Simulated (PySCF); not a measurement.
# F, F⁺, F²⁺, F³⁺: ionisation energies and excitation energies in x2c-QZVPPall

Wanted: the ionisation energy and excitation energy of fluorine, up a ladder of methods.

The numbers are computed with PySCF 2.14.0 (unrestricted determinants in a Gaussian basis, no spin-orbit coupling in the energies), except any that are marked as measured or tabulated.

**1. Starting point**

| Quantity | Value |
| --- | --- |
| Element | fluorine (Z = 9) |
| Basis | x2c-QZVPPall |
| Hamiltonian | the spin-free X2C one-electron Hamiltonian (Gaussian nucleus) |
| State 1 | F: [He] 2s2 2p5, 2P determinant |
| State 2 | F⁺: [He] 2s2 2p4, high-spin 3P determinant |
| State 3 | F²⁺: [He] 2s2 2p3, high-spin 4S determinant |
| State 4 | F³⁺: [He] 2s2 2p2, high-spin 3P determinant |
| State 5 | F: [He] 2s1 2p6, 2S determinant (an excited configuration) |
| State 6 | F⁺: [He] 2s1 2p5, high-spin 3P determinant (an excited configuration) |
| Methods | CCSD(T) |
| Core shells frozen in the correlated runs | valence and next inner shell: nothing (for F) |

Outer shells as boxes (Hund's rule):

F [He] 2s2 2p5
```
[He] core
2s [↑↓]
2p [↑↓][↑↓][↑ ]
```

F+ [He] 2s2 2p4
```
[He] core
2s [↑↓]
2p [↑↓][↑ ][↑ ]
```

F2+ [He] 2s2 2p3
```
[He] core
2s [↑↓]
2p [↑ ][↑ ][↑ ]
```

F3+ [He] 2s2 2p2
```
[He] core
2s [↑↓]
2p [↑ ][↑ ][  ]
```

The runs were made by one driver on top of PySCF. The scripts below sum up each run's settings (the driver also hands on starting orbitals that pick excited configurations, and frozen orbitals as a list rather than a count), and the logs come from the driver's own runs. The driver starts from symmetry-adapted Hartree-Fock orbitals, holds the occupation by maximum overlap and uses a logarithmic radial grid for functionals, so a plain start would take other cycles.

The integrals over 57 functions and the set-up took 0.24 s of CPU time.

**2. F: CCSD(T) (valence and next inner shell)**

CCSD(T) (valence and next inner shell):

Input file input.py:

```python
from pyscf import gto, scf, dft, mp, cc
import basis_set_exchange as bse
mol = gto.M(atom="F 0 0 0", charge=0, spin=1, symmetry="D2h",
            basis=gto.basis.parse(bse.get_basis("x2c-QZVPPall", elements=["F"], fmt="nwchem")),
            nucmod="G")
mf = scf.UHF(mol).sfx2c1e()
mf.irrep_nelec = {'Ag': (2, 2), 'B1u': (1, 1), 'B2u': (1, 1), 'B3u': (1, 0)}
mf.kernel()
mycc = cc.CCSD(mf, frozen=0).run()
mycc.ccsd_t()
```

**3. F⁺, at CCSD(T) (valence and next inner shell)**

CCSD(T) (valence and next inner shell):

Input file input.py:

```python
from pyscf import gto, scf, dft, mp, cc
import basis_set_exchange as bse
mol = gto.M(atom="F 0 0 0", charge=1, spin=2, symmetry="D2h",
            basis=gto.basis.parse(bse.get_basis("x2c-QZVPPall", elements=["F"], fmt="nwchem")),
            nucmod="G")
mf = scf.UHF(mol).sfx2c1e()
mf.irrep_nelec = {'Ag': (2, 2), 'B1u': (1, 0), 'B2u': (1, 1), 'B3u': (1, 0)}
mf.kernel()
mycc = cc.CCSD(mf, frozen=0).run()
mycc.ccsd_t()
```

**4. F²⁺: CCSD(T) (valence and next inner shell)**

CCSD(T) (valence and next inner shell):

Input file input.py:

```python
from pyscf import gto, scf, dft, mp, cc
import basis_set_exchange as bse
mol = gto.M(atom="F 0 0 0", charge=2, spin=3, symmetry="D2h",
            basis=gto.basis.parse(bse.get_basis("x2c-QZVPPall", elements=["F"], fmt="nwchem")),
            nucmod="G")
mf = scf.UHF(mol).sfx2c1e()
mf.irrep_nelec = {'Ag': (2, 2), 'B1u': (1, 0), 'B2u': (1, 0), 'B3u': (1, 0)}
mf.kernel()
mycc = cc.CCSD(mf, frozen=0).run()
mycc.ccsd_t()
```

**5. F³⁺, at CCSD(T) (valence and next inner shell)**

CCSD(T) (valence and next inner shell):

Input file input.py:

```python
from pyscf import gto, scf, dft, mp, cc
import basis_set_exchange as bse
mol = gto.M(atom="F 0 0 0", charge=3, spin=2, symmetry="D2h",
            basis=gto.basis.parse(bse.get_basis("x2c-QZVPPall", elements=["F"], fmt="nwchem")),
            nucmod="G")
mf = scf.UHF(mol).sfx2c1e()
mf.irrep_nelec = {'Ag': (2, 2), 'B1u': (1, 0), 'B2u': (1, 0)}
mf.kernel()
mycc = cc.CCSD(mf, frozen=0).run()
mycc.ccsd_t()
```

**6. F [He] 2s1 2p6, at CCSD(T) (valence and next inner shell)**

CCSD(T) (valence and next inner shell):

Input file input.py:

```python
from pyscf import gto, scf, dft, mp, cc
import basis_set_exchange as bse
mol = gto.M(atom="F 0 0 0", charge=0, spin=1, symmetry="D2h",
            basis=gto.basis.parse(bse.get_basis("x2c-QZVPPall", elements=["F"], fmt="nwchem")),
            nucmod="G")
mf = scf.UHF(mol).sfx2c1e()
mf.irrep_nelec = {'Ag': (2, 1), 'B1u': (1, 1), 'B2u': (1, 1), 'B3u': (1, 1)}
mf.kernel()
mycc = cc.CCSD(mf, frozen=0).run()
mycc.ccsd_t()
```

**7. F⁺ [He] 2s1 2p5, at CCSD(T) (valence and next inner shell)**

CCSD(T) (valence and next inner shell):

Input file input.py:

```python
from pyscf import gto, scf, dft, mp, cc
import basis_set_exchange as bse
mol = gto.M(atom="F 0 0 0", charge=1, spin=2, symmetry="D2h",
            basis=gto.basis.parse(bse.get_basis("x2c-QZVPPall", elements=["F"], fmt="nwchem")),
            nucmod="G")
mf = scf.UHF(mol).sfx2c1e()
mf.irrep_nelec = {'Ag': (2, 1), 'B1u': (1, 1), 'B2u': (1, 1), 'B3u': (1, 0)}
mf.kernel()
mycc = cc.CCSD(mf, frozen=0).run()
mycc.ccsd_t()
```

Q: Predict the outcome of this session.

As calculated:

| quantity | value |
| --- | --- |
| ionisation energy, F | UHF 15.637, CCSD(T) (valence and next inner shell) 17.303 eV; reference 17.427 |
| ionisation energy, F⁺ | UHF 33.387, CCSD(T) (valence and next inner shell) 34.815 eV; reference 34.950 |
| ionisation energy, F²⁺ | UHF 62.252, CCSD(T) (valence and next inner shell) 62.701 eV; reference 62.708 |
| excitation energy, F → [He] 2s1 2p6 | UHF 23.954, CCSD(T) (valence and next inner shell) 21.287 eV |
| excitation energy, F⁺ → [He] 2s1 2p5 | UHF 21.795, CCSD(T) (valence and next inner shell) 20.475 eV; reference 20.431 |

Accuracy by level (over 3 differences):

```tsv
method	mean absolute miss against the measured values (with the measured fine structure taken into account where it is known) (eV)
UHF	1.572
MP2 (valence and next inner shell)	0.202
SCS-MP2 (valence and next inner shell)	0.140
CCSD (valence and next inner shell)	0.157
CCSD(T) (valence and next inner shell)	0.101
```

Against experiment CCSD(T) (valence and next inner shell) comes closest (mean absolute error over 3 measured values 0.10 eV) and UHF is farthest (1.57 eV). The basis is finite, and no extrapolation was made.
